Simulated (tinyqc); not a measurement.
Extended Hueckel theory, for LiH+, step by step. The parameters take no account of the charge, which enters only through the electron count. One step of it, computed by the program tinyqc.

Task: Wolfsberg-Helmholz matrix. H_ij = K' S_ij (H_ii + H_jj)/2 for i != j (the diagonal keeps H_ii), with K' = K + D^2 + D^4 (1 - K), D = (H_ii - H_jj)/(H_ii + H_jj), K = 1.75.

overlap S, order 1Li 2s, 1Li 2px, 1Li 2py, 1Li 2pz, 2H 1s:
$$\begin{pmatrix}
1.000000 & 0.000000 & 0.000000 & 0.000000 & 0.380873 \\
0.000000 & 1.000000 & 0.000000 & 0.000000 & 0.000000 \\
0.000000 & 0.000000 & 1.000000 & 0.000000 & 0.000000 \\
0.000000 & 0.000000 & 0.000000 & 1.000000 & 0.491519 \\
0.380873 & 0.000000 & 0.000000 & 0.491519 & 1.000000
\end{pmatrix}$$

diagonal H_ii (eV): 1Li 2s -5.400000, 1Li 2px -3.500000, 1Li 2py -3.500000, 1Li 2pz -3.500000, 2H 1s -13.600000

K = 1.750000

Give: H.

Result:

H (eV), order 1Li 2s, 1Li 2px, 1Li 2py, 1Li 2pz, 2H 1s:
$$\begin{pmatrix}
-5.4000 & 0.0000 & 0.0000 & 0.0000 & -6.9118 \\
0.0000 & -3.5000 & 0.0000 & 0.0000 & 0.0000 \\
0.0000 & 0.0000 & -3.5000 & 0.0000 & 0.0000 \\
0.0000 & 0.0000 & 0.0000 & -3.5000 & -8.4368 \\
-6.9118 & 0.0000 & 0.0000 & -8.4368 & -13.6000
\end{pmatrix}$$
